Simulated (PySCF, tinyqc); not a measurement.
Worked calculation: RHF in the sto-3g basis, for OH-, spin multiplicity 1. The basis has no diffuse functions, so it cannot describe the extra electron: this is an exercise in the method, not the real anion. The lowest restricted solution is unstable here: a spin-polarised one lies 0.0113 hartree lower (PySCF). One step of it, computed by the program tinyqc.

Task: Iteration 1: building the Fock matrix. J_ij = sum D_kl (ij|kl), K_ij = sum D_kl (ik|jl); F = H + J - 0.5 K; E = tr D H + tr D J / 2 - 0.25 tr D K + E_nn.

D at the start, lower triangle:
```
            1O 1s      1O 2s    1O 2px    1O 2py    1O 2pz     2H 1s
1O 1s    2.389034
1O 2s   -0.561441   2.372626
1O 2px   0.000000   0.000000  1.455947
1O 2py   0.000000   0.000000  0.000000  1.455947
1O 2pz   0.005101  -0.024929  0.000000  0.000000  1.417537
2H 1s   -0.017349   0.073869  0.000000  0.000000  0.139681  1.112732
```

core Hamiltonian H = T + V (hartree), lower triangle:
```
             1O 1s      1O 2s     1O 2px     1O 2py     1O 2pz      2H 1s
1O 1s   -31.930241
1O 2s    -7.425649  -8.558763
1O 2px    0.000000   0.000000  -6.756426
1O 2py    0.000000   0.000000   0.000000  -6.756426
1O 2pz   -0.005039  -0.063581   0.000000   0.000000  -6.784194
2H 1s    -0.328134  -0.907952   0.000000   0.000000  -0.770753  -2.981894
```

Two-electron integrals (ij|kl) in chemists' order, unique and non-zero (hartree):
```
(11|11) 4.785065   (21|11) 0.741380   (21|21) 0.136873   (22|11) 1.118947
(22|21) 0.256633   (22|22) 0.817206   (31|31) 0.024477   (32|31) 0.037809
(32|32) 0.180518   (33|11) 1.115814   (33|21) 0.256684   (33|22) 0.817023
(33|33) 0.880159   (41|41) 0.024477   (42|41) 0.037809   (42|42) 0.180518
(43|43) 0.047444   (44|11) 1.115814   (44|21) 0.256684   (44|22) 0.817023
(44|33) 0.785270   (44|44) 0.880159   (51|51) 0.024477   (52|51) 0.037809
(52|52) 0.180518   (53|53) 0.047444   (54|54) 0.047444   (55|11) 1.115814
(55|21) 0.256684   (55|22) 0.817023   (55|33) 0.785270   (55|44) 0.785270
(55|55) 0.880159   (61|11) 0.032839   (61|21) 0.006017   (61|22) 0.011228
(61|33) 0.011213   (61|44) 0.011213   (61|51) 0.000253   (61|52) 0.000481
(61|55) 0.011262   (61|61) 0.000267   (62|11) 0.101569   (62|21) 0.023684
(62|22) 0.086610   (62|33) 0.085127   (62|44) 0.085127   (62|51) 0.001725
(62|52) 0.014794   (62|55) 0.089487   (62|61) 0.001061   (62|62) 0.012853
(63|31) 0.002191   (63|32) 0.013785   (63|53) 0.002900   (63|63) 0.001624
(64|41) 0.002191   (64|42) 0.013785   (64|54) 0.002900   (64|64) 0.001624
(65|11) 0.084915   (65|21) 0.020022   (65|22) 0.078316   (65|33) 0.075193
(65|44) 0.075193   (65|51) 0.003341   (65|52) 0.025344   (65|55) 0.084474
(65|61) 0.000923   (65|62) 0.014165   (65|65) 0.017058   (66|11) 0.314387
(66|21) 0.074400   (66|22) 0.313041   (66|33) 0.304789   (66|44) 0.304789
(66|51) 0.004949   (66|52) 0.060978   (66|55) 0.329401   (66|61) 0.003329
(66|62) 0.066530   (66|65) 0.084982   (66|66) 0.774606
```

nuclear repulsion = 2.51989148 hartree

Give: Coulomb J; exchange K; Fock matrix F; total energy of this density.

Result:

Coulomb J (hartree), lower triangle:
```
          1O 1s   1O 2s  1O 2px  1O 2py  1O 2pz   2H 1s
1O 1s   18.4723
1O 2s    3.4294  8.2438
1O 2px   0.0000  0.0000  8.2262
1O 2py   0.0000  0.0000  0.0000  8.2262
1O 2pz   0.0051  0.0685  0.0000  0.0000  8.2532
2H 1s    0.1510  0.8754  0.0000  0.0000  0.8051  3.6571
```

exchange K (hartree), lower triangle:
```
          1O 1s   1O 2s  1O 2px  1O 2py  1O 2pz   2H 1s
1O 1s   11.0300
1O 2s    1.8409  2.7897
1O 2px   0.0000  0.0000  1.8667
1O 2py   0.0000  0.0000  0.0000  1.8667
1O 2pz   0.0016  0.0149  0.0000  0.0000  1.8763
2H 1s    0.0899  0.3814  0.0000  0.0000  0.3083  0.9535
```

Fock matrix F (hartree), lower triangle:
```
           1O 1s    1O 2s  1O 2px  1O 2py   1O 2pz   2H 1s
1O 1s   -18.9730
1O 2s    -4.9167  -1.7098
1O 2px    0.0000   0.0000  0.5365
1O 2py    0.0000   0.0000  0.0000  0.5365
1O 2pz   -0.0008  -0.0026  0.0000  0.0000   0.5309
2H 1s    -0.2220  -0.2232  0.0000  0.0000  -0.1198  0.1985
```

total energy of this density = -78.770555 hartree

This density is the starting one; it is not idempotent, so its energy is not variational and may lie below the converged one.
